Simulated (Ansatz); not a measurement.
Consider the hydrogenolysis of a C–C bond: `CCC(C)(O)CC` + H₂ → `CCC(O)CC` + CH₄.

Isolated molecules relaxed with PBE0-D4/def2-TZVP in Ansatz; ΔE leaves out vibrations. CCSD(T)/CBS is the MP2 limit (def2-TZVPP, def2-QZVPP) plus CCSD(T) − MP2 in def2-TZVPP, frozen cores. This one scheme is used for every species. DFT in def2-TZVPP. HSE06 is defined as in plane-wave codes. One conformer a species, not always the lowest.

| level | ΔE (kJ/mol) |
| --- | --- |
| PBE-D4 | -59.2 |
| B97M-V | -62.6 |
| HSE06 | -70.8 |
| SCS-MP2/def2-TZVPP | -56.9 |

(1) What does CCSD(T)/CBS give? (An estimate is asked.)

Largest T1 diagnostic among the species: 0.009.

Results:

(1) Computed: -54.1 kJ/mol. The listed levels differ from it by -5.1, -8.5, -16.7, -2.8 kJ/mol.

In def2-TZVPP, CCSD(T) changes the Hartree–Fock value by +34.9 kJ/mol (the triples alone add +6.1 kJ/mol) and MP2 by +40.8 kJ/mol. The D4 term adds +17.2 kJ/mol with B3LYP and +9.7 kJ/mol with PBE0; it sums over pairs of atoms, weighted by their polarisabilities, and B3LYP, whose exchange is more repulsive, gets the larger term.

CCSD(T)/CBS has its own doubt, a few kJ/mol and more with outer-core shells, so smaller differences from it don't rank the levels.

B3LYP here is the variant with VWN-RPA as its local correlation; programs differ in this.
